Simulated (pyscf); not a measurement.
O=MoH(Cl)(Cl)–Cl (SMILES [O]=[MoH]([Cl])([Cl])[Cl]) + H• (SMILES [H]) → [O=MoH(Cl)–Cl]• (SMILES [O]=[MoH]([Cl])[Cl]) + HCl (SMILES Cl) (atom transfer; doublet surface; Cl–Mo broken, Cl–H formed). PySCF, gas phase, ωB97X-D3(BJ)/def2-SVP geometries. Energies in kcal/mol from the separated reactants.

```json
[
 {"level": "r²SCAN/def2-TZVP", "barrier": "9.7", "reaction energy": "-41.4"},
 {"level": "B3LYP-D3(BJ)/def2-TZVP", "barrier": "9.8", "reaction energy": "-47.4"},
 {"level": "PBE0-D3(BJ)/def2-TZVP", "barrier": "11.2", "reaction energy": "-45.9"},
 {"level": "M06-2X/def2-TZVP", "barrier": "11.1", "reaction energy": "-54.7"},
 {"level": "ωB97M-D3(BJ)/def2-TZVP", "barrier": "…", "reaction energy": "…"},
 {"level": "HF/def2-TZVP", "barrier": "…", "reaction energy": "-71.7"}
]
```

Q: Some entries are withheld; supply them.

A: 
- ωB97M-D3(BJ)/def2-TZVP, barrier: 12.6
- ωB97M-D3(BJ)/def2-TZVP, reaction energy: -53.7
- HF/def2-TZVP, barrier: 18.4

The functionals in the table span 2.8 kcal/mol in this barrier, from r²SCAN to ωB97M-D3(BJ)/def2-TZVP. On the product side the descent ends in an adduct with a Cl–Mo contact (not fully relaxed), 1.3 kcal/mol over the separated species and 58.4 kcal/mol under the saddle at ωB97X-D3(BJ)/def2-TZVP. What is counted as broken (Cl–Mo) persists as a longer contact in the product adduct; parting that adduct is a step of its own. This saddle turned up in a search for another step; its sides and bond changes are read from the two ends of the descent. O=MoH(Cl)(Cl)–Cl lies 18.4 kcal/mol over its isomer HO–Mo(Cl)(Cl)–Cl [triplet] (electronic energy, ωB97M-D3(BJ)/def2-TZVP). One saddle was located; it need not be the lowest between these sides. The angle at the transferred Cl is 62°: a side-on saddle, likely not the lowest. Open-shell species with a d-block atom are single-reference here; other states, and whether the spin sits on metal or ligand, were not checked. Elements past Kr carry the def2 core potentials, without spin-orbit coupling.
